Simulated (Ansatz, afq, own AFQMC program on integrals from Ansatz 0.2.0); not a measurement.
# BGeH, triplet in cc-pVDZ, levels against CCSDT(Q)

```tsv
atom	x (Å)	y (Å)	z (Å)
Ge	0.1877	0.0000	0.1954
B	-1.2278	0.0000	-1.1316
H	-0.3607	0.0000	-1.9445
```

Connectivity, by distances: Ge–BH.

Basis cc-pVDZ. Only valence electrons are correlated. Ansatz 0.2.0 and our own AFQMC program on the same integrals; the CISD trial comes from CCSD amplitudes, and released means the phaseless constraint is let go. Error bars are statistical, one sigma. No spin–orbit coupling.

Determinant: UHF, the one that the program's search chose, which needn't be the lowest solution. The geometry is a point of a scan.

No full CI on the walks' own integrals is used here; CCSDT(Q) serves as the reference and is uncertain by about the last step of the cluster series.

Cautions: no relativity below Rb; no spin-orbit coupling; inner d shell frozen; lower spins were not checked; higher spins were not checked; strong correlation (T1 0.051, weight of the determinant 0.84, largest double 0.10); unrestricted determinant spin contaminated (⟨S²⟩ 2.14 against 2.00).

- T1 diagnostic: 0.0515
- weight of the determinant in the CISD state: 0.844
- ⟨S²⟩ of the determinant: 2.136
- size of the correlated space: 8 electrons in 31 orbitals

Reference: CCSDT(Q), correlation energy -4.449 eV. The released energy is read at 2.40 1/Eh (meV from the phaseless value at times in 1/Eh: -6 ± 10 at 0.24, -6 ± 13 at 0.51, -24 ± 13 at 0.99, -20 ± 10 at 1.62, -3 ± 12 at 2.40).

```csv
level,E − E(reference) (kJ/mol),share of correlation (%)
HF,429.3,0.00
MP2,113.8,73.48
CCSD,24.2,94.36
CCSD(T),6.6,98.46
CCSDT,1.4,99.67
ph-AFQMC/HF,2.9 ± 3.7,99.32
ph-AFQMC/CISD,2.6 ± 1.2,99.40
released AFQMC,2.3 ± 1.1,99.47
```

A walk keeps the symmetry of its determinant, which the program's search chose and which needn't be the lowest solution, so a lower state of the same spin and another symmetry isn't excluded. Released energies are given only where the last usable release times agree within the noise; a slower fall can still hide under it.
